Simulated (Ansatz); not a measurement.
# SiNH₄ (quartet): the correlation ladder at distance Si1–H5 along a hydrogen transfer = 1.485 Å, cc-pVDZ

An exercise on one series of results from a longer session: the logs are not shown, and one member is left open.

The runs use Ansatz 0.2.0, Gaussian basis; cc-pVDZ, core rule «outside noble gas», up to 6 orbitals frozen.

The runs, in order: UHF; CCSD(T) on ROHF; CCSD(T) on UHF; BCCD(T) on ROHF; CISD; CCSDT(Q) on ROHF; CCSDT(Q) on UHF; CASSCF and MRCISD+Q, 5 electrons in 5 orbitals; CASSCF and NEVPT2, 5 electrons in 5 orbitals.

11 further runs of the same task are left out: 1 for a mislabelled method, 8 that didn't finish, 2 set aside as unsound or not needed.

## What is computed

The geometry derives from fragments relaxed apart (PBE0/def2-TZVP) and kept rigid, so it is no stationary point. A hydrogen atom is moved between rigid fragments.

6 atoms, charge 0, spin multiplicity 4.

Atoms are counted from 1 here; the program's logs count them from 0.

Bond lengths: Si1–H2 1.485 Å, Si1–H3 1.485 Å, Si1–H4 1.485 Å, Si1–H5 1.485 Å. Angles: H2–Si1–H3 109.5°, H2–Si1–H4 109.5°, H2–Si1–H5 109.5°, H3–Si1–H4 109.5°, H3–Si1–H5 109.5°, H4–Si1–H5 109.5°.

Set-up of the first run:

Input file in.yaml:

```yaml
crystal:
  periodic: [false, false, false]
  atoms:
    - {symbol: Si, position_ang: [-0.973886, 0.000000, 0.000000]}
    - {symbol: H, position_ang: [-1.468758, 1.399708, 0.000000]}
    - {symbol: H, position_ang: [-1.468758, -0.699854, 1.212183]}
    - {symbol: H, position_ang: [-1.468758, -0.699854, -1.212183]}
    - {symbol: H, position_ang: [0.510729, 0.000000, 0.000000]}
    - {symbol: N, position_ang: [2.233114, 0.000000, 0.000000]}
basis:
  gaussian: {orbitals: cc-pVDZ}
magnetization: {spin_polarized: true, initial_magnetization: 3}
hamiltonian: {xc: hf}
output: {orbitals: {seedname: orbitals}}
```

Launch:

```sh
$ ansatz run in.yaml --threads 1 --pin off --events-out ev --progress --plain --max-ram 2393MiB
```

Steps of the session up to this table: UHF; CCSD(T) on ROHF; CCSD(T) on UHF; BCCD(T) on ROHF; CISD; CCSDT(Q) on ROHF; CCSDT(Q) on UHF; CASSCF and MRCISD+Q, 5 electrons in 5 orbitals; CASSCF and NEVPT2, 5 electrons in 5 orbitals.

One table of the session follows, with a row left open; its other results are not shown here.

| method | from UCCSDT(Q) (meV) |
| --- | --- |
| ROHF | +6764.2 |
| UHF | +6662.2 |
| RMP2 | +1428.2 |
| UMP2 | +1409.7 |
| CISD | +620.5 |
| RCCSD | +128.9 |
| UCCSD | +126.8 |
| RCCSD(T) | +27.9 |
| UCCSD(T) | ? |
| BCCD(T) | +27.6 |
| RCCSDT | +5.2 |
| UCCSDT | +3.3 |
| RCCSDT(Q) | +1.9 |
| UCCSDT(Q) | 0 |
| CASSCF pair | +6389.1 |
| NEVPT2 pair | +1430.4 |

**Question.** Estimate the row for UCCSD(T).

As computed: from UCCSDT(Q) (meV): +26.0. In the column «from UCCSDT(Q) (meV)» it lies between RCCSDT (+5.2) and BCCD(T) (+27.6).

Not comparable, so not listed: CASSCF and MRCISD+Q, 5 electrons in 5 orbitals (they don't share determinant, frozen orbitals or solution with the rows shown, or repeat one).

To keep in mind: Restricted and unrestricted rows rest on different reference determinants; where their highest levels disagree by more than a few hundredths of an eV, they describe different states and don't form one ladder. Warnings in the runs' records: passed over end.
